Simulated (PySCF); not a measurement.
System: C2H7O (charge +1, singlet). It need not be the lowest isomer of its formula. 
Geometry from a B3LYP-D3(BJ)/def2-TZVP (Ansatz) optimisation:
SMILES: C[OH+]C
```xyz
10

C      0.0222     1.2726    -0.2545
O      0.0348     0.0015     0.5266
C      0.0098    -1.2743    -0.2467
H      0.0708     2.0694     0.4806
H      0.9186     1.2427    -0.8643
H     -0.8857     1.3066    -0.8513
H      0.0507    -2.0670     0.4934
H     -0.8984    -1.3032    -0.8433
H      0.9064    -1.2569    -0.8566
H     -0.6322     0.0069     1.2356
```
Charge +1, spin multiplicity 1.

Dispersion corrections to the total energy (kcal/mol) from the dftd3 and dftd4 libraries through PySCF: D3(BJ) without and D4 with the three-body term, each with the damping fitted for the functional named.

```csv
functional,D3(BJ),D4
BP86,-4.28,-2.59
TPSS,-3.72,-2.81
PBE,-3.07,-2.07
BLYP,-6.21,___
B2PLYP,___,-1.43
B3LYP,-5.00,___
PW6B95,-1.24,-1.77
```

### Question
Fill in the missing entries.

### Answer

- BLYP, D4: -4.78
- B2PLYP, D3(BJ): -2.16
- B3LYP, D4: -3.29
